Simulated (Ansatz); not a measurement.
```yaml
crystal:
  periodic: [false, false, false]
  atoms:
    - {symbol: O, position_ang: [-1.439111, 0.449402, -0.005737]}
    - {symbol: As, position_ang: [0.295546, -0.102145, 0.001083]}
    - {symbol: H, position_ang: [-1.549473, 1.396922, 0.002686]}
    - {symbol: H, position_ang: [2.424688, -0.937876, 0.007912]}
basis:
  gaussian: {orbitals: def2-TZVP}
magnetization: {spin_polarized: true, initial_magnetization: 3}
hamiltonian: {xc: pbe0}
relax: {f_tol: 0.004, max_steps: 80}
```

```sh
$ ansatz run in.yaml --threads 1 --pin off --events-out ev --progress --plain --max-ram 2176MiB
```

Steps of the relaxation (energy above the last step; positions in Å, forces in eV/Å):

```
4
step 1, 196.6 meV
O    -1.439    0.449   -0.006    0.544   -0.722   -0.003
As    0.296   -0.102    0.001   -0.472    0.185   -0.002
H    -1.549    1.397    0.003    0.090    0.459    0.005
H     2.425   -0.938    0.008   -0.163    0.078    0.000
```

```
4
step 2, 171.2 meV
O    -1.424    0.436   -0.006    0.148   -0.216   -0.001
As    0.290   -0.128    0.001   -0.015    0.056    0.000
H    -1.505    1.394    0.003    0.067    0.094    0.001
H     2.371   -0.895    0.008   -0.199    0.066   -0.001
```

```
4
step 3, 102.5 meV
O    -1.365    0.398   -0.006   -0.469    0.390    0.001
As    0.343   -0.136    0.001    0.773   -0.298    0.003
H    -1.437    1.364    0.003    0.007   -0.223   -0.002
H     2.191   -0.820    0.007   -0.312    0.131   -0.001
```

```
4
step 5, 9.8 meV
O    -1.321    0.380   -0.006   -0.500    0.032   -0.003
As    0.423   -0.179    0.001    0.369    0.028    0.003
H    -1.386    1.343    0.003    0.110   -0.007    0.001
H     2.016   -0.737    0.007    0.022   -0.052    0.000
```

```
4
step 8, 0.1 meV
O    -1.351    0.375   -0.006    0.009   -0.006    0.000
As    0.430   -0.178    0.001    0.027   -0.002    0.000
H    -1.363    1.341    0.003   -0.004    0.002    0.000
H     2.016   -0.731    0.007   -0.032    0.006    0.000
```

```
4
step 9, 0.0 meV
O    -1.350    0.374   -0.006    0.000    0.000    0.000
As    0.433   -0.177    0.001    0.000    0.001    0.000
H    -1.364    1.340    0.003    0.000   -0.001    0.000
H     2.012   -0.731    0.007    0.000    0.000    0.000
```

Close pairs at the end: O1–H3 0.966 Å, As2–H4 1.674 Å, O1–As2 1.866 Å.

A stationary point of unrestricted PBE0 after 9 steps, with ⟨S²⟩ = 3.759 against 3.75 for a pure state; no frequencies were run, so it isn't proven a minimum. 22 s on 1 thread of Intel Xeon 6975P-C, shared host.
